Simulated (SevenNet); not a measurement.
bcc Nb

All values below come from the machine-learned potential SevenNet-0 (trained on PBE and PBE+U data).

Cell (relaxed at this level):

```yaml
crystal:
  lattice:
    - [-1.65978, 1.65978, 1.65978]
    - [1.65978, -1.65978, 1.65978]
    - [1.65978, 1.65978, -1.65978]
  atoms:
    - { symbol: Nb, position: [0.00000, 0.00000, 0.00000] }
```

bulk modulus: 174 GPa
vacancy formation energy: 2.70 eV

Measured, for comparison: bulk modulus 173 GPa (0 K value with the zero-point phonon effect removed; as tabulated in Mejia-Rodriguez and Trickey (2018), arXiv:1807.09216); vacancy formation energy 2.65 ± 0.3 eV (no zero-point or thermal correction, monovacancy, our sources range from 2.65 to 2.83; as tabulated in Mehl and Papaconstantopoulos (1996), arXiv:mtrl-th/9602003). Computed (rounded) less measured: bulk modulus +0.6 %, vacancy formation energy +0.050 eV (inside the range of the sources held).

A machine-learned potential is trained on density-functional data: it inherits that level's misses and adds fitting errors of its own.

Note: elastic tensor is not positive definite: mechanically unstable at this level.
